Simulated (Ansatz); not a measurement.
**CH₄NSi+ (SMILES C1=[NH+][SiH2]1): functionals against CCSD(T) at one geometry**

How do the functionals fare away from a minimum? The structure is a structure displaced at random from a GFN2-xTB minimum.

Computed with Ansatz 0.2.0, Gaussian basis. Level: single points in def2-TZVPP.

Cores are frozen in the correlated methods.

## Step 1: The system as given

SMILES `C1=[NH+][SiH2]1`, 7 atoms, charge 1, spin multiplicity 1.

Atoms are counted from 1 here; the program's logs count them from 0.

Bond lengths: C1–N2 1.457 Å, C1–H4 0.666 Å, N2–Si3 1.946 Å, N2–H5 1.253 Å, Si3–H6 1.359 Å, Si3–H7 1.335 Å. Angles: N2–C1–H4 129.4°, C1–N2–Si3 77.9°, C1–N2–H5 128.1°, Si3–N2–H5 153.9°, N2–Si3–H6 107.0°, N2–Si3–H7 102.9°, H6–Si3–H7 139.8°.

Geometry (Å):

```
C    -0.82070   -0.75310   -0.38580
N    -0.01590    0.33740   -0.91970
Si    0.65440    0.18800    0.90160
H    -1.41250   -0.98010   -0.58940
H    -0.08900    0.87000   -2.05170
H     0.22870    1.29000    1.57400
H     1.75300   -0.55550    0.75450
```

## Step 2: CCSD(T)/def2-TZVPP

The input, run/in.yaml:

```yaml
crystal:
  periodic: [false, false, false]
  atoms:
    - {symbol: C, position_ang: [-0.820700, -0.753100, -0.385800]}
    - {symbol: N, position_ang: [-0.015900, 0.337400, -0.919700]}
    - {symbol: Si, position_ang: [0.654400, 0.188000, 0.901600]}
    - {symbol: H, position_ang: [-1.412500, -0.980100, -0.589400]}
    - {symbol: H, position_ang: [-0.089000, 0.870000, -2.051700]}
    - {symbol: H, position_ang: [0.228700, 1.290000, 1.574000]}
    - {symbol: H, position_ang: [1.753000, -0.555500, 0.754500]}
basis:
  gaussian: {orbitals: def2-TZVPP}
total_charge: 1
correlation: {method: ccsd_t}
output: {forces: true}
```

The command line of these runs was not kept.

## Step 3: PBE0-D4/def2-TZVPP

run/in.yaml, as its differences from that of step 2:

```diff
@@ -13,3 +13,3 @@
 total_charge: 1
-correlation: {method: ccsd_t}
-output: {forces: true}
+hamiltonian: {xc: pbe0, dispersion: d4}
+output: {forces: true, orbitals: {seedname: orbitals}}
```

## Step 4: wB97M-V/def2-TZVPP

run/in.yaml, as its differences from that of step 3:

```diff
@@ -13,3 +13,3 @@
 total_charge: 1
-hamiltonian: {xc: pbe0, dispersion: d4}
-output: {forces: true, orbitals: {seedname: orbitals}}
+hamiltonian: {xc: {name: wB97M-V}}
+output: {forces: true}
```

## Step 5: r2SCAN-D4/def2-TZVPP

run/in.yaml, as its differences from that of step 4:

```diff
@@ -13,3 +13,3 @@
 total_charge: 1
-hamiltonian: {xc: {name: wB97M-V}}
+hamiltonian: {xc: r2scan, dispersion: d4}
 output: {forces: true}
```

## Step 6: PBE-D4/def2-TZVPP

run/in.yaml, as its differences from that of step 5:

```diff
@@ -13,3 +13,3 @@
 total_charge: 1
-hamiltonian: {xc: r2scan, dispersion: d4}
+hamiltonian: {xc: pbe, dispersion: d4}
 output: {forces: true}
```

## Step 7: r2SCANh-D4/def2-TZVPP

run/in.yaml, as its differences from that of step 6:

```diff
@@ -13,3 +13,3 @@
 total_charge: 1
-hamiltonian: {xc: pbe, dispersion: d4}
+hamiltonian: {xc: {name: r2SCANh}, dispersion: d4}
 output: {forces: true}
```

## Step 8: HSE06-D4/def2-TZVPP

run/in.yaml, as its differences from that of step 7:

```diff
@@ -13,3 +13,3 @@
 total_charge: 1
-hamiltonian: {xc: {name: r2SCANh}, dispersion: d4}
+hamiltonian: {xc: hse06, dispersion: d4}
 output: {forces: true}
```

(Steps that only read results are left out.)

Q: Predict the outcome of this session. Wanted: energy less free atoms, CCSD(T)/def2-TZVPP; RMS force component; RMS force error; HOMO and LUMO, PBE0-D4; T1 diagnostic.

As calculated:

```
                                  quantity                                                                                               value
energy less free atoms, CCSD(T)/def2-TZVPP                                                                                     -142.4 kcal/mol
                       RMS force component                                                              19.525 to 19.712 eV/Å over the methods
                           RMS force error  PBE0-D4 0.352, wB97M-V 0.288, r2SCAN-D4 0.242, PBE-D4 0.223, r2SCANh-D4 0.305, HSE06-D4 0.350 eV/Å
                    HOMO and LUMO, PBE0-D4                                                                                 -14.16 and -8.21 eV
                             T1 diagnostic                                                                                               0.028
```

In words: Against CCSD(T) the functionals' energies less atoms differ by -30.4 to -6.4 kcal/mol, PBE-D4 by -30.4 kcal/mol. CCSD(T) in triple zeta still lacks some correlation energy of the bonds, so part of these gaps is its own basis error and they don't rank the functionals. On forces the order runs from PBE-D4 to PBE0-D4. Frozen-core CCSD(T) forces in triple zeta carry basis errors of their own, and this is one geometry, so small gaps rank nothing. The T1 diagnostic is large here, over the usual mark for main-group molecules (transition-metal compounds often pass it harmlessly), so CCSD(T) itself may be off. The restricted Hartree–Fock reference is unstable towards an unrestricted one at one or more of these structures.
